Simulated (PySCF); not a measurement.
Structure with atom numbers: `[CH3:1][CH2:2][C:3](=[O:4])[CH2:5][CH3:6]`. Each H is labelled by its parent atom.

[PySCF: PBE0/pcSseg-1 with gauge-including orbitals; B3LYP/pcJ-1 coupling constants (without the spin–dipole term); PBE0-D3(BJ)/def2-SVP structure; relativity neglected; averaged over atoms made equivalent by symmetry, fast rotation or ring inversion; a single conformation; no solvent model]

Shifts are taken against calculated references (same method and geometry level): $^{1}$H (σ = 31.27 ppm) vs TMS.

The spectrum was simulated from the full spin Hamiltonian at 700 MHz with 0.6 Hz Lorentzian lines, from shifts rounded to 0.01 ppm and J to 0.1 Hz, couplings under 1 Hz left out.

Task: List the maxima of its $^{1}$H spectrum with integrals.

Result: 
```tsv
region	integral (H)	ppm	Hz	height
1	4	2.249	1574.0	8
1		2.248	1573.2	10
1		2.246	1572.5	11
1		2.237	1565.9	21
1		2.236	1565.1	43
1		2.235	1564.4	25
1		2.225	1557.8	25
1		2.224	1557.0	44
1		2.223	1556.2	22
1		2.214	1549.7	11
1		2.213	1548.9	11
1		2.212	1548.1	9
2	6	1.043	729.9	17
2		1.042	729.1	50
2		1.041	728.5	25
2		1.030	721.0	100
2		1.029	720.3	40
2		1.019	713.5	25
2		1.018	712.9	47
2		1.017	712.1	17
```

Task: Summarise it as multiplets with assignments.

Result: $^{1}$H NMR (700 MHz, computed): δ 2.23 (m, 4H, H(C2)/H(C5)), 1.03 (m, 6H, H(C1)/H(C6)). These are first-order names; overlap and second-order distortion can hide them in the list.

Multiplet labels drop couplings under 1 Hz and merge nearly equal ones. Couplings among chemically equivalent protons are left out too, so labels in AA′BB′ or AA′XX′ sets are apparent multiplicities. Unscaled 3J(H,H) at this level run about 9 % above measured values.
